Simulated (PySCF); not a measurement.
Stepwise substitution at one centre (B F-Cl). Gas-phase values, no solvent. Strings in code marks are SMILES.

All values below come from ωB97X-D3(BJ)/def2-TZVP // PBE0-D3(BJ)/def2-TZVP (PySCF). Excitations are Tamm–Dancoff values on a coarser integration grid. The basis has no diffuse functions, so Rydberg states are missing or too high.

```csv
species,S1–T1 gap (TDA) (eV),dipole moment (D),T1 excitation (TDA) (eV)
0 of 3 F replaced by Cl (`FB(F)F`),0.23,0.00,[?]
1 of 3 F replaced by Cl (`FB(Cl)F`),0.18,[?],8.05
2 of 3 F replaced by Cl (`FB(Cl)Cl`),0.17,0.26,6.90
```

Question: Some entries are withheld; supply them.

Answer: 
- 0 of 3 F replaced by Cl (`FB(F)F`), T1 excitation (TDA) (eV): 10.79
- 1 of 3 F replaced by Cl (`FB(Cl)F`), dipole moment (D): 0.24
